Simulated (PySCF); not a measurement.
Species: C4H6N2.
Bonds: C1–N2, N2–C3 (aromatic), C3–C4 (aromatic), C4–N5 (aromatic), N5–C6 (aromatic), N2–C6 (aromatic). Hydrogens: H7, H8, H9 on C1; H10 on C3; H11 on C4; H12 on C6.

A GFN2-xTB structure was refined with PBE0-D3(BJ)/def2-SVP geometry optimisation, gas phase (PySCF 2.14.0). Its GFN2-xTB values:

```json
{"coordinate": "C1–N2", "GFN2-xTB": "1.434 Å"}
{"coordinate": "C1–H7", "GFN2-xTB": "1.093 Å"}
{"coordinate": "N2–C3", "GFN2-xTB": "1.367 Å"}
{"coordinate": "N2–C6", "GFN2-xTB": "1.353 Å"}
{"coordinate": "C3–C4", "GFN2-xTB": "1.365 Å"}
{"coordinate": "C3–H10", "GFN2-xTB": "1.071 Å"}
{"coordinate": "C4–N5", "GFN2-xTB": "1.358 Å"}
{"coordinate": "C4–H11", "GFN2-xTB": "1.071 Å"}
{"coordinate": "N5–C6", "GFN2-xTB": "1.304 Å"}
{"coordinate": "C6–H12", "GFN2-xTB": "1.072 Å"}
{"coordinate": "C1–N2–C3", "GFN2-xTB": "126.3°"}
{"coordinate": "C1–N2–C6", "GFN2-xTB": "127.6°"}
{"coordinate": "N2–C3–C4", "GFN2-xTB": "106.1°"}
{"coordinate": "N2–C6–N5", "GFN2-xTB": "112.3°"}
{"coordinate": "C3–N2–C6", "GFN2-xTB": "106.1°"}
{"coordinate": "C3–C4–N5", "GFN2-xTB": "110.0°"}
{"coordinate": "C4–N5–C6", "GFN2-xTB": "105.6°"}
```

Question: How do these coordinates change at the PBE0-D3(BJ)/def2-SVP level?

Answer: 
```tsv
coordinate	PBE0-D3(BJ)/def2-SVP (Å or °)	change
C4–H11	1.090	+0.019
C6–H12	1.091	+0.019
C3–H10	1.088	+0.017
C3–C4	1.376	+0.011
N2–C6	1.362	+0.009
C1–H7	1.101	+0.008
C4–N5	1.365	+0.007
N2–C3	1.373	+0.006
C1–N2	1.439	+0.005
N5–C6	1.309	+0.005
C1–N2–C6	126.8	-0.8
N2–C3–C4	105.5	-0.6
C3–C4–N5	110.5	+0.5
C1–N2–C3	126.7	+0.4
C3–N2–C6	106.5	+0.4
C4–N5–C6	105.3	-0.3
N2–C6–N5	112.3	0.0
```

The energy falls by 0.038 eV over 5 energy and gradient evaluations, the largest force component goes from 0.0127 to 1.8e-04 Eh/bohr, and the atoms move by 0.024 Å rms after alignment. Among the bonds, C4–H11 and C6–H12 change most and about equally (+0.019 Å). Bonds longer at the end by more than 0.005 Å: 12 of 12; shorter: 0. Rotational constants go from 9380, 3665, 2680 to 9230, 3635, 2652 MHz.

The run used 114 basis functions and 33 SCF cycles in all. The run took 18 s on an Arm Neoverse V2 with one thread, shared host with 192 logical CPUs at a one-minute load of 42, and the process peaked at 0.46 GiB of memory.

No frequency check.
